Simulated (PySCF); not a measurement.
Computed with PBE-D3(BJ)/def2-TZVP // PBE-D3(BJ)/def2-SVP run with PySCF 2.14.0. All species are isolated molecules in the gas phase. 

Reference species (SMILES): `O` (neutral, multiplicity 1).

```json
{
  "HOMO": "-6.96 eV",
  "HOMO–LUMO gap": "6.83 eV"
}
```

Changed species: `CO` (free base CH3OH; the reference has free base H2O).

Give the shifts of the HOMO and HOMO–LUMO gap.

the HOMO rises by 0.77 eV, to -6.19 eV; the HOMO–LUMO gap falls by 0.49 eV, to 6.34 eV.
